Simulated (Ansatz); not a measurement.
Born–Oppenheimer molecular dynamics of C$_{2}$H$_{5}$O (8 atoms, charge 0, multiplicity 2). It starts at the highest image of a converged band, a first-order saddle point between two minima.

Computed with UKS B3LYP-D4/def2-SVP (Ansatz).

```yaml
ensemble: NVE (velocity Verlet)
time_step: 0.5 fs
steps_asked: 200
starting_velocities_drawn_for: 300 K
seed: 9099
```

First frame:

```xyz
8
Properties=species:S:1:pos:R:3
C -0.498 0.476 -0.396
C 0.268 -0.676 0.195
O 1.098 0.238 0.929
H -1.497 0.695 -0.003
H -0.299 0.757 -1.436
H 0.401 1.135 0.386
H 0.842 -1.281 -0.529
H -0.314 -1.343 0.854
```

(1) How far do the bonds stretch over the last three quarters of this one trajectory? (Pairs bonded in most of those frames.)

Answers

(1) 
```csv
bond,mean (Å),spread (Å),shortest,longest
C1–C2,1.594,0.072,1.43,1.69
C1–H4,1.108,0.017,1.07,1.14
C1–H5,1.109,0.022,1.06,1.15
C1–H6,1.123,0.063,1.02,1.25
C2–O3,1.367,0.069,1.26,1.49
C2–H7,1.121,0.025,1.07,1.18
C2–H8,1.125,0.044,1.05,1.20
```

Mean temperature of the second half: 1066 K. The conserved energy stayed within 0.5 meV per atom of its start (net change 0.19 meV per atom), so the integration is sound. The kinetic energy rose, since the run started high on the potential surface and went downhill. A run of 0.1 ps of so small a system gives no equilibrium averages.

Time of the run: 4.3 min on 2 threads of Intel(R) Xeon(R) Platinum 8488C (Sapphire Rapids), on a shared host, peak memory 0.16 GiB.
